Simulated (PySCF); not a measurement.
# CH5BO: the cost of one run

Computed with PySCF 2.14.0, with density-fitted response routines of our own, on a single molecule, in the gas phase or a continuum. Atoms are numbered from 0 throughout.

### Step 1. The starting structure

8 atoms, charge 0, multiplicity 1; geometry from: GFN2-xTB. The atoms were then displaced at random by about 0.01 Å, so the start is not that level's minimum.

Bonds of the start (Å): B0–O1 1.35, O1–C2 1.42, B0–H3 1.17, B0–H4 1.15, C2–H5 1.09, C2–H6 1.09, C2–H7 1.07.

### Step 2. Relaxing the molecule at PBE0-D3(BJ)/def2-SVP

What the job is given:

```
{"job": {"xc": "PBE0", "basis": "def2-SVP", "d3": "d3bj", "grid": 1, "shake": 0.01, "kind": "geom"}, "charge": 0, "multiplicity": 1}
B      1.346150    -0.187040     0.229670
O      0.200730     0.495280     0.453780
C     -1.062190     0.182570    -0.113770
H      1.406790    -1.097130    -0.496340
H      2.270830     0.236910     0.770660
H     -1.403710     1.053830    -0.672670
H     -0.973140    -0.685110    -0.767530
H     -1.730320    -0.018440     0.699220
```

Launch:

```
OMP_NUM_THREADS=1 python probes_run.py task.json out
```

One launch serves the whole session: the jobs run in the order shown.

**Question.** How long does this first job take on 1 thread of Intel Xeon Platinum 8488C, shared host, and how much memory does it need?

About 9.4 s, with a peak of 0.3 GiB.
